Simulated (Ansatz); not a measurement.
A calculation with Ansatz (development build ahead of 0.2.0).

```yaml
crystal:
  periodic: [false, false, false]
  atoms:
    - { symbol: C, position_ang: [-0.0144, -0.04665, -0.62951] }
    - { symbol: F, position_ang: [-0.02959, -0.02568, 0.77575] }
    - { symbol: H, position_ang: [0.02433, -1.07497, -0.97681] }
    - { symbol: H, position_ang: [-0.92433, 0.51986, -1.03858] }
    - { symbol: H, position_ang: [0.90441, 0.46873, -1.001] }
basis:
  gaussian: { orbitals: STO-3G }
hamiltonian:
  xc: hf
correlation:
  method: mp2
  frozen_orbitals: { C: 1, F: 1, H: 0 }
```

The input is written out in the form of the current development build from the run's settings.

The run gave:

```json
{
 "Converged": "yes",
 "Reference energy": "-137.16556 hartree",
 "Correlation energy": "-0.07120 hartree",
 "Total energy": "-137.23676 hartree",
 "Spin squared of the determinant": "0.000"
}
```
